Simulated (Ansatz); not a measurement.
Born–Oppenheimer molecular dynamics of C3H5 (8 atoms, charge 1, multiplicity 1). It starts from a relaxed structure.

Level of theory: UKS r2SCAN-D4/STO-3G (Ansatz).

```yaml
ensemble: NVT, Langevin thermostat
time_step: 0.25 fs
steps_asked: 250
set_temperature: 50 K
friction: 0.05 /fs
seed: 567712
```

First frame:

```xyz
8
Properties=species:S:1:pos:R:3
C -0.439 0.941 -0.651
C 0.303 0.285 0.351
C 0.249 -1.120 0.431
H -1.064 0.371 -1.375
H -0.421 2.051 -0.747
H 0.918 0.864 1.063
H -0.368 -1.717 -0.280
H 0.822 -1.676 1.208
```

**Question.** How far do the bonds stretch over the last three quarters of this one trajectory? (Pairs bonded in most of those frames.)

**Answer.** 
```
 bond  mean (Å)  spread (Å)  shortest  longest
C1–C2     1.410       0.009      1.40     1.43
C1–H4     1.115       0.008      1.10     1.13
C1–H5     1.114       0.006      1.10     1.13
C2–C3     1.408       0.006      1.39     1.42
C2–H6     1.104       0.009      1.09     1.12
C3–H7     1.115       0.006      1.10     1.13
C3–H8     1.115       0.011      1.09     1.13
```

Mean temperature of the second half: 41 K. The mean temperature of the second half is 19 % below the set value. A run of 0.062 ps of so small a system gives no equilibrium averages. Limits of this set-up: minimal basis, the dipole of an ion depends on the origin.

Time of the run: 8.4 min on 1 thread of Arm Neoverse V1 (shared host), peak memory 0.13 GiB.
